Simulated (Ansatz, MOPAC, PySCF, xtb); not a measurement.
Complex: CH4O (SMILES CO) (first 6 atoms) with CH5N (SMILES CN); geometry from S66by8 set.
(charge 0, multiplicity 1):
```xyz
13

O     -1.402     0.710    -0.003
H     -0.429     0.736    -0.008
C     -1.772    -0.650    -0.008
H     -2.858    -0.699    -0.004
H     -1.418    -1.181    -0.897
H     -1.411    -1.189     0.874
N      1.341     0.637    -0.012
H      1.711     1.145     0.781
H      1.711     1.101    -0.832
C      1.818    -0.749     0.025
H      1.426    -1.283    -0.837
H      2.905    -0.856     0.028
H      1.426    -1.236     0.915
```

Monomers are frozen at their geometry in the pair; levels with a basis set take the counterpoise correction. Rows marked so take none.

Rows in 6-31G* carry no dispersion term and start afresh at each structure (6-31G* with six Cartesian d functions). The state reached by PM6 isn't checked.

Programs: Ansatz (an electronic-structure program); MOPAC for PM6 (differences of heats of formation); PySCF for 6-31G* rows, the dispersion terms; xtb for the GFN methods. 

### Question
One of these levels gives -75.2 meV for the interaction energy. Name it.
A) GFN1-xTB
B) r2SCAN-D3(BJ)/def2-TZVPPD
C) M06-2X/6-31G* (no counterpoise)
D) PM6

### Answer
D, PM6. The others give -295.5 (GFN1-xTB), -333.3 (r2SCAN-D3(BJ)/def2-TZVPPD), -416.6 (M06-2X/6-31G* (no counterpoise))
